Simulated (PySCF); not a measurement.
Process, species as SMILES: CS (CH3-SH) → [CH2-]S + H+
B3LYP-D3(BJ)/def2-TZVP geometries, fixed; electronic energies without zero-point terms.
Largest species:
```xyz
6

C     -0.0402     1.1565     0.0077
S     -0.0524    -0.6664    -0.0048
H      1.2792    -0.8404     0.0008
H     -1.0838     1.4664     0.0045
H      0.4371     1.5427     0.9058
H      0.4463     1.5550    -0.8800
```

Effect of the SCF energy threshold at B3LYP/def2-TZVP with PySCF, against the last row, where the deprotonation energy is 406.19 kcal/mol. The proton leaves the site shown, which need not be the most acidic.

```tsv
setting	SCF cycles, largest species	largest shift of a total energy (mEh)	shift of the deprotonation energy (kcal/mol)
conv_tol: 1e-4	5	0.002	-0.001
conv_tol: 1e-5	6	0.000	0.000
conv_tol: 1e-6	7	0.000	0.000
conv_tol: 1e-7	8	0.000	0.000
conv_tol: 1e-11	10	0.000	0.000
```

Within 0.02 kcal/mol in the deprotonation energy: conv_tol: 1e-4; conv_tol: 1e-5; conv_tol: 1e-6; conv_tol: 1e-7. The largest shift is 0.002 mEh in a total energy and 0.001 kcal/mol in the difference.
